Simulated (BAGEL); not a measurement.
**FCI/STO-3G (density fitting with cc-pvqz-jkfit) run of CH5Si (SMILES C[SiH2])**

What is the vertical doublet–quartet gap of CH5Si at FCI/STO-3G (density fitting with cc-pvqz-jkfit)? 

The calculation is run with BAGEL 1.2.2.

1 further run of the same task is left out (set aside as unsound or not needed).

## 1. Starting point

The species is CH5Si (7 atoms), meant as a doublet with charge 0. SMILES: `C[SiH2]`. The coordinates come from a PBE0-D4/def2-TZVP relaxation.

Bond lengths: C1–Si2 1.875 Å, C1–H3 1.094 Å, C1–H4 1.092 Å, C1–H5 1.092 Å, Si2–H6 1.491 Å, Si2–H7 1.490 Å. Angles: C1–Si2–H6 111.8°, C1–Si2–H7 111.8°, Si2–C1–H3 110.5°, Si2–C1–H4 110.8°, Si2–C1–H5 110.8°, H6–Si2–H7 109.5°, H3–C1–H4 108.1°, H3–C1–H5 108.2°, H4–C1–H5 108.3°.

## 2. The energy at FCI/STO-3G (density fitting with cc-pvqz-jkfit)

input.json

```json
{ "bagel" : [

{
  "title" : "molecule",
  "basis" : "sto-3g",
  "df_basis" : "cc-pvqz-jkfit",
  "angstrom" : true,
  "geometry" : [
    { "atom" : "C", "xyz" : [      -0.122600,      -0.803200,       0.095200 ] },
    { "atom" : "Si", "xyz" : [       0.176200,       1.034800,       0.314000 ] },
    { "atom" : "H", "xyz" : [      -0.204800,      -1.054900,      -0.966600 ] },
    { "atom" : "H", "xyz" : [       0.699200,      -1.383300,       0.519500 ] },
    { "atom" : "H", "xyz" : [      -1.047100,      -1.107700,       0.589500 ] },
    { "atom" : "H", "xyz" : [      -0.951500,       1.846400,      -0.225700 ] },
    { "atom" : "H", "xyz" : [       1.450600,       1.468000,      -0.326000 ] }
  ]
},

{
  "title" : "hf",
  "charge" : 1
},

{
  "title" : "fci",
  "nstate" : 1,
  "ncore" : 6,
  "nspin" : 1
}

]}
```

Command:

```console
$ BAGEL_NUM_THREADS=1 BAGEL input.json > input.out
```

The log of the run:

```text
* using 1 threads per process

  ===============================================================
  ===============================================================

  *** Geometry ***

  { "atom" : "C", "xyz" : [     -0.231680,     -1.517828,      0.179902 ] },
  { "atom" : "Si", "xyz" : [      0.332970,      1.955489,      0.593374 ] },
  { "atom" : "H", "xyz" : [     -0.387016,     -1.993472,     -1.826609 ] },
  { "atom" : "H", "xyz" : [      1.321297,     -2.614058,      0.981713 ] },
  { "atom" : "H", "xyz" : [     -1.978732,     -2.093250,      1.113994 ] },
  { "atom" : "H", "xyz" : [     -1.798074,      3.489190,     -0.426511 ] },
  { "atom" : "H", "xyz" : [      2.741237,      2.774118,     -0.616051 ] },

  Number of auxiliary basis functions:      509

  Since a DF basis is specified, we compute 2- and 3-index integrals:
    o Being stored without compression. Storage requirement is 0.001 GB

  Number of basis functions:       19
  Number of electrons      :       25

    * METHOD: MOLECULE                             0.17

  *** RHF ***

  === Nuclear Repulsion ===
    55.6830771174

      * DIIS with orbital gradients will be used.

  === RHF iteration (sto-3g) ===
      0       -325.62483553          0.01517744           0.01
      1       -325.66176219          0.00272703           0.01
      2       -325.66291172          0.00075877           0.01
      3       -325.66302830          0.00010616           0.01
      4       -325.66303072          0.00003436           0.01
      5       -325.66303096          0.00001126           0.01
      6       -325.66303100          0.00000400           0.01
      7       -325.66303100          0.00000100           0.01
      8       -325.66303100          0.00000024           0.01
      9       -325.66303100          0.00000003           0.01
     10       -325.66303100          0.00000001           0.01
    * SCF iteration converged.

    * Permanent dipole moment:
           (   -0.159985,    -0.871302,    -0.540110) a.u.

    * METHOD: HF                                   0.10

  ---------------------------
        FCI calculation
  ---------------------------

  Performs exactly the same way as Knowles & Handy 1984 CPL

  o alpha-beta strings
      length:          3432
  o size of the space
      determinant space:  2944656
      spin-adapted space: 1288287

  o single displacement lists (alpha)
      length:         84084
  o single displacement lists (beta)
      length:         82368

     guess   0:   closed 111111.......        open ......1......

  === FCI iteration ===

      0  0      -325.83484890     2.80e-04      5.12
      1  0      -325.96718167     1.19e-04      5.14
      2  0      -325.98440079     4.38e-05      5.14
      3  0      -325.98630546     1.58e-05      5.18
      4  0      -325.98654494     5.96e-06      5.23
      5  0      -325.98658116     2.67e-06      5.13
      6  0      -325.98658767     1.21e-06      5.34
      7  0      -325.98658889     4.74e-07      5.93
      8  0      -325.98658906     1.78e-07      5.36
      9  0      -325.98658909     7.27e-08      5.16
     10  0      -325.98658909     2.83e-08      5.18
     11  0      -325.98658909     1.24e-08      5.50
     12  0      -325.98658909     6.19e-09      5.53
     13  0      -325.98658909     2.79e-09      5.58
     14  0      -325.98658909     1.11e-09      5.38
     15  0      -325.98658909     4.41e-10      5.56
     16  0      -325.98658909     1.67e-10      5.29
     17  0 *    -325.98658909     6.23e-11      4.85

     * ci vector, state   0, <S^2> = 0.7500
       222222a......     0.9428976678
       2a22222......     0.0953595028
       22222aa..b...    -0.0799157705
       222.22a...2..     0.0663021570
       22222ba..a...     0.0622830566

    * METHOD: FCI                                 97.29

  ===============================================================
```

Wall time 98 s (1 thread of Arm Neoverse V1, shared host); peak memory 4.9 GiB.

## 3. The quartet at the same level

fci.json

```json
{ "bagel" : [

{
  "title" : "molecule",
  "basis" : "sto-3g",
  "df_basis" : "cc-pvqz-jkfit",
  "angstrom" : true,
  "geometry" : [
    { "atom" : "C", "xyz" : [   -0.122600,   -0.803200,    0.095200 ] },
    { "atom" : "Si", "xyz" : [    0.176200,    1.034800,    0.314000 ] },
    { "atom" : "H", "xyz" : [   -0.204800,   -1.054900,   -0.966600 ] },
    { "atom" : "H", "xyz" : [    0.699200,   -1.383300,    0.519500 ] },
    { "atom" : "H", "xyz" : [   -1.047100,   -1.107700,    0.589500 ] },
    { "atom" : "H", "xyz" : [   -0.951500,    1.846400,   -0.225700 ] },
    { "atom" : "H", "xyz" : [    1.450600,    1.468000,   -0.326000 ] }
  ]
},
{ "title" : "hf", "charge" : 1 },
{ "title" : "fci", "nstate" : 1, "ncore" : 6, "nspin" : 3 }

]}
```

Command:

```console
$ BAGEL_NUM_THREADS=1 BAGEL fci.json > fci.out
```

The log of the run:

```text
* using 1 threads per process

  ===============================================================
  ===============================================================

  *** Geometry ***

  { "atom" : "C", "xyz" : [     -0.231680,     -1.517828,      0.179902 ] },
  { "atom" : "Si", "xyz" : [      0.332970,      1.955489,      0.593374 ] },
  { "atom" : "H", "xyz" : [     -0.387016,     -1.993472,     -1.826609 ] },
  { "atom" : "H", "xyz" : [      1.321297,     -2.614058,      0.981713 ] },
  { "atom" : "H", "xyz" : [     -1.978732,     -2.093250,      1.113994 ] },
  { "atom" : "H", "xyz" : [     -1.798074,      3.489190,     -0.426511 ] },
  { "atom" : "H", "xyz" : [      2.741237,      2.774118,     -0.616051 ] },

  Number of auxiliary basis functions:      509

  Since a DF basis is specified, we compute 2- and 3-index integrals:
    o Being stored without compression. Storage requirement is 0.001 GB

  Number of basis functions:       19
  Number of electrons      :       25

    * METHOD: MOLECULE                             0.17

  *** RHF ***

  === Nuclear Repulsion ===
    55.6830771174

      * DIIS with orbital gradients will be used.

[... 6 lines left out ...]
    * SCF iteration converged.
[... 1 line left out ...]
    * Permanent dipole moment:
[... 75 lines left out ...]
     42  0      -325.53739578     1.85e-09      3.06
    ** throwing out 1 trial vectors **
     43  0      -325.53739578     1.67e-09      3.04
    ** throwing out 1 trial vectors **
     44  0      -325.53739578     2.12e-09      3.04
    ** throwing out 1 trial vectors **
     45  0      -325.53739578     2.99e-09      2.98
    ** throwing out 1 trial vectors **
     46  0      -325.53739578     3.46e-09      2.99
    ** throwing out 1 trial vectors **
     47  0      -325.53739578     2.70e-09      3.06
    ** throwing out 1 trial vectors **
     48  0      -325.53739578     1.53e-09      3.17
    ** throwing out 1 trial vectors **
     49  0      -325.53739578     7.75e-10      3.28
    ** throwing out 1 trial vectors **
     50  0      -325.53739578     3.79e-10      3.05
    ** throwing out 1 trial vectors **
     51  0      -325.53739578     1.91e-10      3.05
    ** throwing out 1 trial vectors **
     52  0      -325.53739578     1.08e-10      2.97
    ** throwing out 1 trial vectors **
     53  0 *    -325.53739578     6.83e-11      2.70

     * ci vector, state   0, <S^2> = 3.7500
       2222a2aa.....    -0.7344945280
       22a222aa.....    -0.3229036820
       22222aa.a....    -0.3226300162
       2a2222a.a....    -0.2667080919
       2222a2a..a...     0.2427103751
       22a222a..a...     0.1216252306
       2222abaa.a...     0.0595474905
       2222aaaa.b...     0.0580989434
       2222.2aaa....    -0.0564930098
       2a2222.aa....     0.0518460121
       222.a2aa..2..    -0.0511328096

    * METHOD: FCI                                165.41

  ===============================================================
```

It took 2.8 min on 1 thread of Arm Neoverse V1, shared host; peak memory 2.9 GiB.

## 4. Outcome

At FCI/STO-3G (density fitting with cc-pvqz-jkfit), 6 core orbitals frozen:

| quantity | value |
| --- | --- |
| doublet: total energy | -325.98659 Eh |
| quartet: total energy | -325.53740 Eh |
| vertical energy of the quartet above the doublet | 12.223 eV |

**Reading.** At this shape the quartet lies 12.22 eV (282 kcal/mol) above the doublet. In a minimal basis such a difference can be off by several eV, whatever the method.
